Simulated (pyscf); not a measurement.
Single points on ωB97X-D3(BJ)/def2-SVP structures (PySCF, gas phase).

**Question.** Estimate the classical barrier height and the reaction energy of `[CH3][CH3]` + `[CH3][Al][Cl]` [doublet] → `[CH3][Al]([CH3])[Cl]` + `[CH3]` [doublet] at ωB97M-D3(BJ)/def2-TZVP. The step runs on the doublet surface, breaks C–C and forms Al–C; take the separated reactants as zero.

**Answer.** ΔE‡ = 1.95 eV, ΔE = +0.45 eV. Zero-point energy shifts the barrier by -0.10 eV. It is a substitution at C, with an imaginary mode of 1193i cm⁻¹. One saddle was located; it need not be the lowest between these sides. The angle at the attacked C is 159°.
